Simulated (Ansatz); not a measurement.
System: hcp Mg. Method: BLYP in Ansatz (plane waves, PAW).

Run with plane-wave cutoff 520 eV, 18×18×12 k mesh (along the axes of the cell as run), Fermi–Dirac smearing 0.05 eV, scalar-relativistic PAW data made under PBE.

Energies at three volumes about the minimum:

```
V (Å³/atom)  E − E_lowest (meV/atom)
-----------  -----------------------
22.984                          0.95
23.453                          0.00
23.922                          0.88
```

Question: Fit a parabola by hand: where is the minimum, and what is the bulk modulus?

Answer: Slopes: (0.00 − 0.95)/(23.453 − 22.984) = -2.026 and (0.88 − 0.00)/(23.922 − 23.453) = 1.876 meV/Å³. Curvature E″ = 2 × (1.876 − (-2.026))/(23.922 − 22.984) = 8.320 meV/Å⁶. From the middle of the first interval, the slope vanishes at V0 = 23.2185 − (-2.026)/8.320 = 23.462 Å³/atom. B = V0 E″ = 23.462 × 8.320 meV/Å³ × 0.1602 GPa per meV/Å³ = 31.3 GPa. The full Birch–Murnaghan fit to all volumes gives V0 = 23.454 Å³/atom and B0 = 31.2 GPa.

Shape and atoms are relaxed at each volume.

Measured, for comparison: bulk modulus 38.6 GPa (copied from a table, unchecked, extrapolated to 0 K and zero-point effects removed; as tabulated in Lejaeghere et al. (2013), arXiv:1204.2733). Computed (rounded) less measured: bulk modulus not scored (unchecked).

Note: the bulk modulus comes from volumes at which shape and atoms were relaxed.

Ansatz is an electronic-structure program.
